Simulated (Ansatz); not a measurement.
A nudged elastic band was laid between two geometries of BH3O + H2S (8 atoms, charge 0, multiplicity 1).

These are results of Ansatz, RKS PBE0-D4/def2-SVP, not measurements.

| Quantity | Value |
| --- | --- |
| movable images | 7 |
| climbing image | yes |
| spring | 5.0 eV/Å² |
| optimiser | quadratic models (default) |
| start path | through a guess of the saddle point |
| force threshold | 0.2 eV/Å |
| iteration limit | 60 |
| end points | relaxed |

Image 0:

```xyz
8
Properties=species:S:1:pos:R:3
B -0.004 -0.244 0.277
O -0.454 -0.939 1.347
H -1.404 -1.087 1.319
H 1.191 -0.056 0.222
H -0.745 0.061 -0.635
S -0.160 2.562 1.371
H 0.998 2.732 0.697
H 0.471 1.999 2.423
```

Image 8:

```xyz
8
Properties=species:S:1:pos:R:3
B 0.082 0.461 0.233
O -0.217 -0.249 1.756
H -1.056 -0.729 1.716
H 1.183 0.068 -0.070
H -0.858 0.080 -0.435
S -0.066 2.295 0.608
H 1.219 2.536 0.946
H -0.395 0.566 2.265
```

Task: What changes between the two ends?

Result: Bonds broken: S6–H8. Bonds formed: B1–S6, O2–H8. BH3O + H2S becomes BH5OS.

Task: Give the energies along the band, and the barrier.

Result: It converged. The highest image is number 6 of 0 to 8, 16.6 kcal/mol above the first end and 13.1 kcal/mol above the last; the last end lies 3.5 kcal/mol above the first. The threshold of 0.2 eV/Å is loose, so the images may lie well off the minimum-energy path. The order of the stationary point at the top wasn't checked. The orbitals stay closed-shell, which can raise the energy where a bond breaks towards radicals; this wasn't checked here.

| image | path coordinate (Å) | energy (kcal/mol) | S6–H8 (Å) | B1–S6 (Å) | O2–H8 (Å) |
| --- | --- | --- | --- | --- | --- |
| 0 | 0.00 | 0.0 | 1.35 | 3.02 | 3.26 |
| 1 | 0.42 | 0.0 | 1.35 | 3.04 | 3.09 |
| 2 | 0.84 | 0.1 | 1.35 | 3.04 | 2.97 |
| 3 | 1.26 | 0.4 | 1.35 | 2.97 | 2.67 |
| 4 | 1.69 | 1.9 | 1.35 | 2.76 | 2.24 |
| 5 | 2.11 | 8.1 | 1.37 | 2.38 | 1.83 |
| 6 | 2.53 | 16.6 | 1.55 | 2.10 | 1.35 |
| 7 | 2.96 | 6.2 | 2.00 | 1.93 | 1.02 |
| 8 | 3.39 | 3.5 | 2.42 | 1.88 | 0.98 |

Task: What is the geometry of the highest image?

Result: 
```xyz
8
Properties=species:S:1:pos:R:3:forces:R:3
B 0.081 0.215 0.281 -0.02 0.05 -0.03
O -0.232 -0.276 1.674 -0.03 0.00 0.09
H -1.107 -0.680 1.715 0.03 -0.04 -0.04
H 1.232 0.048 -0.042 0.02 -0.01 0.00
H -0.797 0.004 -0.532 0.01 0.06 0.03
S -0.111 2.225 0.844 -0.04 -0.12 0.02
H 1.163 2.429 1.242 0.02 -0.02 -0.02
H -0.338 1.064 1.839 0.00 0.08 -0.05
```

The band took 14 iterations and about 4 core-minutes.

The run took 3.5 min on 1 thread of Arm Neoverse V1 (shared host), peak memory 0.13 GiB.
